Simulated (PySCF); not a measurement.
**One molecule, many functionals**

CHCl₃.
Bonds: Cl1–C2, C2–Cl3, C2–Cl4. Hydrogens: H5 on C2.

Linear-response calculations in the def2-SVPD basis (PySCF; singlets by full response, triplets Tamm–Dancoff, core orbitals frozen in the response; HF means time-dependent Hartree–Fock). 'Strongest' is the level of largest summed f among the singlets computed (10 roots, of which the last may lack a degenerate partner); it can jump between rows when another state enters that window. S1 is the lowest singlet of each run and needn't be the same state throughout; f(S1) is that of one state. Isolated species at its PBE0-D3(BJ)/def2-SVP geometry, gas phase.

```tsv
functional	kind	S1 (eV)	f(S1)	strongest (eV)	T1 (eV)	HOMO (eV)	gap (eV)	ionisation energy, ΔSCF (eV)
LDA	LDA	5.66	0.000	7.20	5.35	-7.69	5.49	10.85
PBE	GGA	5.67	0.000	7.26	5.29	-7.59	5.51	10.71
B3LYP	global hybrid, 20% exact exchange	6.21	0.000	6.80	5.71	-8.72	7.43	11.11
BHandHLYP	global hybrid, 50% exact exchange	6.88	0.000	7.34	6.19	-10.29	10.31	11.55
CAM-B3LYP	range-separated hybrid	6.60	0.000	7.11	5.98	-10.38	10.47	11.48
wB97X-D	range-separated hybrid	6.63	0.000	7.14	6.05	-10.90	11.66	11.47
LC-wPBE	range-separated hybrid	6.95	0.000	7.35	6.19	-11.85	13.17	11.90
HF	Hartree–Fock	7.64	0.000	9.95	6.71	-12.37	14.67	not settled
```

Q: What does PBE0 (global hybrid, 25% exact exchange) give?

A: S1 (eV) 6.40, f(S1) 0.000, strongest (eV) 6.98, T1 (eV) 5.83, HOMO (eV) -9.02, gap (eV) 7.97, ionisation energy, ΔSCF (eV) 11.22. S1 runs from 5.66 eV (LDA) to 7.64 eV (HF), a spread of 1.97 eV, while the orbital gap spreads over 9.2 eV. Along PBE (0%), B3LYP (20%), PBE0 (25%), BHandHLYP (50%), HF (100%) S1 rises with the share of exact exchange. −ε(HOMO) comes closest to its own ΔSCF ionisation energy with LC-wPBE (-0.05 eV) and misses most with LDA (-3.16 eV). 'Not settled' means that the ion's SCF failed to converge or may have ended in another state than the lowest.
